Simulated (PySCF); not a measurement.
Input of a run (PBE0-D3(BJ)/def2-SVP geometry optimisation, gas phase (PySCF 2.14.0)), started from GFN2-xTB:
```
{"job": {"xc": "PBE0", "basis": "def2-SVP", "d3": "d3bj", "grid": 1, "shake": 0.01, "kind": "geom"}, "charge": 0, "multiplicity": 1}
C     -1.626690     0.327640     0.010000
C     -0.724740    -0.554510    -0.291250
C      0.687330    -0.334350    -0.089220
N      1.573590    -1.237560    -0.389840
C      1.113630     0.923580     0.464960
N      1.539210     1.904890     0.910190
H     -1.384630     1.313570     0.423400
H     -2.677820     0.167040    -0.165600
H     -0.965670    -1.509700    -0.688830
H      2.516220    -1.021530    -0.204870
```

Output (energies in Eh, forces in Eh/bohr):
```
step   0  E = -263.76221131  max force = 0.062474
step   1  E = -263.76730925  max force = 0.019104
step   2  E = -263.76720519  max force = 0.012824
step   3  E = -263.76848586  max force = 0.010221
step   4  E = -263.76887598  max force = 0.004315
step   5  E = -263.76905113  max force = 0.000917
step   6  E = -263.76903776  max force = 0.003789
step   7  E = -263.76911310  max force = 0.000494
step   8  E = -263.76911367  max force = 0.000335
optimisation converged
```

Question: Summarise the run.

Answer: The energy falls by 0.188 eV over 9 energy and gradient evaluations, the largest force component goes from 0.0625 to 3.4e-04 Eh/bohr, and the atoms move by 0.033 Å rms after alignment. Among the bonds, C1=C2 and N4–H10 change most and about equally (+0.039 to +0.040 Å). Bonds longer at the end by more than 0.005 Å: 6 of 9; shorter: 1. Among the angles that change most is C3–N4–H10, from 117.2° to 111.3°. The energy rose by more than 1e-6 Eh at steps 2 and 6. The first step brought 74 % of the lowering.

Question: What are the final bond lengths?

Answer: C1=C2 1.337 Å, C2–C3 1.467 Å, C3=N4 1.277 Å, C3–C5 1.458 Å, C5≡N6 1.158 Å, C1–H7 1.095 Å, C1–H8 1.092 Å, C2–H9 1.093 Å, N4–H10 1.024 Å. Numbering counts from 1 in the input's order; the species is `[H]/N=C(\C#N)C=C`.

The run used 104 basis functions and 71 SCF cycles in all. On one thread, Arm Neoverse V2 (aarch64), shared host with 96 logical CPUs at a one-minute load of 53, this took 29 s of wall time and 0.42 GiB of memory at its peak.

Stationary, but not proved a minimum. One conformer, not necessarily the lowest.

Shape of the structure used: `[H]/[N:4]=[C:3](/[CH:2]=[CH2:1])[C:5]#[N:6]`: C1–C2–C3–N4 180°.
